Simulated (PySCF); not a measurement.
Identify the compound

The spectra below were simulated for a compound C₆H₈.

¹H NMR (600 MHz, computed): δ 5.80 (m, 4H), 2.75 (m, 4H).

¹³C{¹H} NMR (computed): δ 132.4 (CH, 4C), 29.5 (CH2, 2C).

Calculated, not measured (PySCF): coordinates at the PBE0-D3(BJ)/def2-SVP level, shieldings: GIAO PBE0/pcSseg-1, B3LYP/pcJ-1 coupling constants (without the spin–dipole term). One conformer, no solvent model, rapidly exchanging positions averaged, no relativistic terms.

References, each an isolated molecule treated in the same way: ¹H and ¹³C vs TMS.

Question: What is the structure?

Answer: 
- The formula gives 3 degrees of unsaturation (1 ring in the answer).
- 2 carbon signals for 6 carbons: some carbons are equivalent by symmetry or fast rotation.
- Carbon types of the structure: 4 × CH, 2 × CH2, which accounts for all hydrogens.
- δC 132.4: alkene CH; as expected for a trigonal carbon in a double bond.
- δC 29.5: allylic sp3 CH2; a saturated carbon with 2 carbon neighbours and no heteroatom attached.
- δH 5.80: hydrogen on an alkene CH; olefinic region.
- δH 2.75: hydrogen on an allylic sp3 CH2; allylic position.

The compound is 1,4-cyclohexadiene (SMILES C1=CCC=CC1).

This is the structure that produced the data.

Splittings below 1 Hz are ignored in the labels, and close J values are merged. Couplings among chemically equivalent protons are left out too, so labels in AA′BB′ or AA′XX′ sets are apparent multiplicities. Unscaled 3J(H,H) at this level run about 10 % above measured values. Shifts are as computed. Against solution values, carbons near 30 ppm lie about +2 ppm off and those near 130 ppm about +5 ppm. Of 1211 compounds with measured shifts, 218 miss one by over three times the rms of a fit or turn the order of signals round; such compounds aren't used in these exercises.
